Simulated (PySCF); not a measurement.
# Computed properties of CH₃F, SMILES CF

CH3F, SMILES CF. Coordinates come from a r2SCAN-D4/def2-TZVP optimisation. One conformer was computed; it need not be the lowest. All values are computed for the isolated molecule unless a solvent is named; none is compared with measurement here.

**Structure.** The optimised structure has C3v symmetry. All 9 harmonic modes at r2SCAN-D4/def2-TZVP (PySCF) are real, so it is a minimum.

**Vibrations.** The strongest infrared lines (harmonic, unscaled, degenerate partners summed) lie at 1059 cm⁻¹ (109 km/mol, C 52 %, F 43 %), 3115 cm⁻¹ (78 km/mol, H 90 %, C 10 %), 3025 cm⁻¹ (33 km/mol, H 98 %). The softest mode is at 1059 cm⁻¹ and the zero-point energy is 24.5 kcal/mol.

**Electronic structure.** B3LYP/def2-TZVPD (PySCF) places the frontier levels at -9.66 and 0.19 eV, a gap of 9.85 eV, and gives a dipole moment of 1.85 D and a mean polarisability of 17.3 bohr³. PBE/def2-TZVPD (PySCF) at the same geometry gives -8.06 and -0.09 eV, so its gap is 1.88 eV narrower. An orbital gap is neither the optical nor the fundamental gap.

**Excitations.** TDDFT-M06-2X/def2-TZVPD (PySCF) has S1 at 9.32 eV (133 nm, f = 0.036, weak); the most intense of the 10 singlets computed lies at 11.23 eV (f = 0.07). Strengths of degenerate partners are summed. T1 (TDA) is at 9.09 eV. No vertical singlet excitation falls in the visible range (under 3.1 eV).

**NMR.** GIAO shifts at PBE0/pcSseg-2 (PySCF) (non-relativistic, atoms alike by connectivity averaged): ¹³C at 76.6 ppm against TMS; ¹H at 4.4 ppm against TMS; ¹⁹F at -299.7 ppm against CFCl3.

**Solvation.** SMD-ωB97X/6-31G* (PySCF) gives 0.0 kcal/mol in water, -1.4 kcal/mol in 1-octanol, -1.5 kcal/mol in ethylethanoate (1 M in both phases, gas-phase geometry); of these solvents ethylethanoate holds the molecule best.
